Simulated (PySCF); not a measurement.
## Atomic charges against the basis set

Compound: ethyl propyl ether, C₅H₁₂O.
Bonds: C1–C2, C2–C3, C3–O4, O4–C5, C5–C6. Hydrogens: H7, H8, H9 on C1; H10, H11 on C2; H12, H13 on C3; H14, H15 on C5; H16, H17, H18 on C6.

PBE0 throughout (PySCF), one geometry, spherical d and f functions. Isolated species at its PBE0-D3(BJ)/def2-SVP geometry (one conformer only). Atoms taken as equivalent share a column and are averaged. The first 7 of 11 kinds of atom are listed.

Mulliken charges (e):

| basis | functions | C1 | C2 | C3 | O4 | C5 | C6 | H7/H8/H9 |
| --- | --- | --- | --- | --- | --- | --- | --- | --- |
| STO-3G | 42 | -0.231 | -0.144 | -0.035 | -0.223 | -0.035 | -0.236 | +0.078 |
| 6-31G | 78 | -0.504 | -0.324 | -0.031 | -0.536 | -0.049 | -0.496 | +0.166 |
| 6-31G* | 108 | -0.536 | -0.342 | -0.035 | -0.479 | -0.048 | -0.542 | +0.175 |
| def2-SVP | 144 | -0.101 | -0.100 | +0.160 | -0.404 | +0.121 | -0.086 | +0.044 |
| pcSseg-1 | 162 | -0.300 | -0.280 | +0.070 | -0.513 | +0.006 | -0.284 | +0.115 |
| 6-311+G(2d,p) | 234 | -0.587 | -0.062 | -0.156 | -0.298 | +0.100 | -0.615 | +0.144 |
| def2-TZVP | 258 | -0.385 | -0.142 | -0.069 | -0.260 | -0.053 | -0.336 | +0.121 |

IAO charges (e):

| basis | functions | C1 | C2 | C3 | O4 | C5 | C6 | H7/H8/H9 |
| --- | --- | --- | --- | --- | --- | --- | --- | --- |
| STO-3G | 42 | -0.392 | -0.263 | -0.121 | -0.222 | -0.125 | -0.400 | +0.133 |
| 6-31G | 78 | -0.433 | -0.258 | -0.068 | -0.371 | -0.067 | -0.432 | +0.143 |
| 6-31G* | 108 | -0.412 | -0.250 | -0.034 | -0.385 | -0.033 | -0.416 | +0.136 |
| def2-SVP | 144 | -0.401 | -0.243 | -0.029 | -0.384 | -0.027 | -0.404 | +0.132 |
| pcSseg-1 | 162 | -0.411 | -0.248 | -0.034 | -0.392 | -0.033 | -0.413 | +0.136 |
| 6-311+G(2d,p) | 234 | -0.424 | -0.256 | -0.038 | -0.399 | -0.036 | -0.427 | +0.140 |
| def2-TZVP | 258 | -0.424 | -0.256 | -0.035 | -0.398 | -0.034 | -0.427 | +0.140 |

Hirshfeld charges (e):

```tsv
basis	functions	C1	C2	C3	O4	C5	C6	H7/H8/H9
STO-3G	42	-0.040	-0.011	+0.057	-0.158	+0.061	-0.040	+0.014
6-31G	78	-0.098	-0.053	+0.016	-0.165	+0.019	-0.101	+0.034
6-31G*	108	-0.099	-0.057	+0.013	-0.151	+0.015	-0.103	+0.035
def2-SVP	144	-0.110	-0.068	+0.005	-0.128	+0.007	-0.118	+0.038
pcSseg-1	162	-0.112	-0.071	+0.004	-0.134	+0.005	-0.120	+0.039
6-311+G(2d,p)	234	-0.113	-0.077	-0.003	-0.142	-0.001	-0.121	+0.040
def2-TZVP	258	-0.116	-0.077	-0.003	-0.135	-0.002	-0.124	+0.041
```

ESP-fitted charges (e):

```
        basis  functions      C1      C2      C3      O4      C5      C6  H7/H8/H9
       STO-3G         42  -0.417  +0.088  +0.049  -0.324  +0.269  -0.445    +0.107
        6-31G         78  -0.408  +0.118  +0.278  -0.582  +0.489  -0.450    +0.100
       6-31G*        108  -0.444  +0.191  +0.149  -0.465  +0.438  -0.444    +0.107
     def2-SVP        144  -0.377  +0.179  +0.202  -0.484  +0.460  -0.398    +0.088
     pcSseg-1        162  -0.416  +0.230  +0.203  -0.521  +0.506  -0.418    +0.096
6-311+G(2d,p)        234  -0.463  +0.256  +0.139  -0.485  +0.449  -0.462    +0.106
    def2-TZVP        258  -0.457  +0.262  +0.154  -0.477  +0.469  -0.455    +0.104
```

Problem. Which scheme is steadiest as the basis changes?

Solution. Largest range over the bases for any column: Hirshfeld 0.08 e, IAO 0.18 e, ESP-fitted 0.26 e, Mulliken 0.53 e. Hirshfeld charges move least and Mulliken charges most, counted in e. Without the minimal STO-3G basis the ranges are Hirshfeld 0.04, IAO 0.04, ESP-fitted 0.14, Mulliken 0.53 e.

Problem. How much do the charges still move between the two largest bases, 6-311+G(2d,p) and def2-TZVP?

Solution. At most, over all atoms: Mulliken 0.280 e, IAO 0.002 e, Hirshfeld 0.007 e, ESP-fitted 0.021 e.

Problem. What do the same runs give for the total energy, the frontier levels and the dipole moment?

Solution. 
| basis | energy (Eh) | HOMO (eV) | LUMO (eV) | μ (D) |
| --- | --- | --- | --- | --- |
| STO-3G | -269.2919 | -3.84 | 8.61 | 0.88 |
| 6-31G | -272.5645 | -7.00 | 2.79 | 1.22 |
| 6-31G* | -272.6401 | -7.03 | 2.88 | 0.91 |
| def2-SVP | -272.4490 | -7.18 | 1.89 | 0.97 |
| pcSseg-1 | -272.6125 | -7.27 | 1.55 | 1.04 |
| 6-311+G(2d,p) | -272.7261 | -7.31 | 0.45 | 0.96 |
| def2-TZVP | -272.7472 | -7.30 | 1.23 | 0.89 |

The dipole is fixed by the density alone, so its range of 0.34 D shows that the density itself changes with the basis, not only its division among atoms.
